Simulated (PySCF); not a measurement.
## Working out the ionisation energy of N

N [He] 2s2 2p3 (4S) → N⁺ [He] 2s2 2p2 (3P). Calculation: PySCF 2.14, in 6-31G* (3s2p1d, 14 functions); no relativity, point nucleus. Frozen: 1s2. Energies in hartree (1 hartree = 27.21139 eV):

```
            part   N (lower)  N⁺ (upper)
             UHF  -54.385008  -53.871899
CCSD correlation   -0.086484   -0.075294
             (T)   -0.000652   -0.000751
```

What does Hartree-Fock give?

(-53.871899) − (-54.385008) = 0.513109 hartree = 13.962 eV.

What do CCSD and CCSD(T) give?

The CCSD correlation energies differ by 0.011190 hartree = 0.304 eV and the triples by -0.000099 hartree = -0.003 eV, so CCSD gives 14.266 eV and CCSD(T) 14.263 eV.

Measured between the centres of the two terms (NIST): 14.545 eV, so CCSD(T) (valence) is off by -0.282 eV.

What remains against the reference includes basis incompleteness, the frozen core and higher excitations.
